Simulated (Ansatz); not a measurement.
## HN–CH, quartet in cc-pVDZ: errors against UCCSDT(Q)

Geometry: displaced at random from a stationary point.

```yaml
atoms:
  - { symbol: N, position_ang: [-0.0294, -0.1247, 0.6688] }
  - { symbol: C, position_ang: [0.1160, 0.0925, -0.7494] }
  - { symbol: H, position_ang: [-0.2349, 0.7920, 1.0948] }
  - { symbol: H, position_ang: [-0.7388, -0.1620, -1.4587] }
```

Basis cc-pVDZ; Ansatz 0.2.0. Correlated methods freeze the noble-gas cores, which leaves 11 electrons in 36 orbitals. R marks a restricted (for open shells ROHF) determinant, U an unrestricted one. Active spaces: valence = (11e, 10o) chosen from the atoms' valence shells.

Full CI isn't at hand for all of this; UCCSDT(Q) serves as the reference, and is uncertain by about the last step of the cluster series. The frozen core follows each run's orbitals, which can shift R against U totals by a few meV.

For open shells CISD is restricted-active-space CI with the open shells as a complete middle space.

The UHF ⟨S²⟩ is 3.763, the T1 diagnostic (RCCSD) is 0.0234 and the largest doubles amplitude (RCCSD) is 0.022. The T1 diagnostic (UCCSD) is 0.0195.

| level | E − E(RHF) (eV) |
| --- | --- |
| UHF | -0.1834 |
| RMP2 | -6.0987 |
| UMP2 | -6.0886 |
| RCCSD | -6.9478 |
| UCCSD | -6.9509 |
| RCCSD(T) | -7.1081 |
| UCCSD(T) | -7.1090 |

Task: Estimate how far UCCSDT(Q) in cc-pVDZ lies from RCCSD(T). The table doesn't fix it; the size of (T) and the diagnostics are the guide.

Result: UCCSDT(Q) in cc-pVDZ lies 1.27 mEh below RCCSD(T), which is 22 % of the (T) step (-5.89 mEh). The diagnostics are small and one determinant leads, so the series closes fast and only a small part of (T) is left.

The other levels:

```json
{"level": "CISD", "E − E(UCCSDT(Q)) (mEh)": "22.07", "share of correlation (%)": "91.59", "wall time": "4 s"}
{"level": "BCCD(T)", "E − E(UCCSDT(Q)) (mEh)": "1.27", "share of correlation (%)": "99.52", "wall time": "1.2 s"}
{"level": "RCCSDT", "E − E(UCCSDT(Q)) (mEh)": "0.45", "share of correlation (%)": "99.83", "wall time": "–"}
{"level": "UCCSDT", "E − E(UCCSDT(Q)) (mEh)": "0.40", "share of correlation (%)": "99.85", "wall time": "–"}
{"level": "RCCSDT(Q)", "E − E(UCCSDT(Q)) (mEh)": "0.07", "share of correlation (%)": "99.97", "wall time": "30 s"}
{"level": "CASSCF (valence space)", "E − E(UCCSDT(Q)) (mEh)": "185.43", "share of correlation (%)": "29.36", "wall time": "–"}
{"level": "NEVPT2 (valence space)", "E − E(UCCSDT(Q)) (mEh)": "35.37", "share of correlation (%)": "86.53", "wall time": "3.4 s"}
{"level": "MRCISD (valence space)", "E − E(UCCSDT(Q)) (mEh)": "11.57", "share of correlation (%)": "95.59", "wall time": "–"}
{"level": "MRCISD+Q (valence space)", "E − E(UCCSDT(Q)) (mEh)": "1.32", "share of correlation (%)": "99.50", "wall time": "10 s"}
```

The correlation energy at UCCSDT(Q), counted from RHF, is -7.143 eV. That run took 27 s on 1 thread of Arm Neoverse V1, shared host.

Times hold each run's SCF and search for its determinant on a shared host, so for small cases they say little of a method's own cost; they ran on 1 thread of Arm Neoverse V1.

Natural occupations of CASSCF (valence space) about the gap: 1.980 1.975 1.970 1.004 1.001 0.999 0.029 0.026 0.023; effectively unpaired electrons, Σ n²(2−n)², 3.02.
